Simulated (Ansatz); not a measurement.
`[NH2][AlH][Cl]` → `[NH2][Al][Cl]`• + H•  (homolysis of the Al–H bond)

Calculated with Ansatz (gas phase, PBE0-D4/def2-TZVP geometries, no zero-point term in ΔE). CCSD(T)/CBS adds triple-zeta CCSD(T) − MP2 to the extrapolated MP2 energy (def2 sets, frozen cores). This one scheme is used for every species, atoms too. Functionals use def2-TZVPP. B3LYP here is the variant with VWN-RPA as its local correlation; programs differ in this. HSE06 is defined as in plane-wave codes. Open shells (•) are unrestricted, without spin–orbit coupling. One conformer a species, not always the lowest.

`[NH2][AlH][Cl]`:

```xyz
6

N     0.612   -0.073    0.776
Al   -0.366    0.145   -0.666
Cl   -2.240   -0.799   -0.719
H     1.524    0.332    0.910
H     0.343   -0.617    1.579
H     0.127    1.012   -1.879
```

`[NH2][Al][Cl]`•:

```xyz
5

N     0.703   -0.076   -0.299
Al   -0.960    0.503   -0.418
Cl   -2.224    0.104    1.231
H     1.407    0.045   -1.009
H     1.073   -0.576    0.495
```

CCSD(T)/CBS gives +378.2 kJ/mol.

Question: Another level gave +369.4 kJ/mol. Which?
A. HSE06/def2-TZVPP
B. ωB97M-V/def2-TZVPP
C. BLYP-D4/def2-TZVPP
D. B3LYP/def2-TZVPP

Answer: D. B3LYP 369.4, BLYP-D4 361.7, HSE06 353.3, ωB97M-V 382.4 kJ/mol.

Largest T1 diagnostic among the species: 0.012.

Leaving LDA and LC-ωPBE aside and taking each functional with its dispersion term where it has one, the values, not all of them listed here, spread over 40.3 kJ/mol, from revPBE-D4 to B97M-V. LDA lies +35.1 kJ/mol from PBE without D4, its usual overbinding. From BLYP to BHLYP (50 % exact exchange), in def2-TZVPP and without D4, ΔE moves by +11.2 kJ/mol.
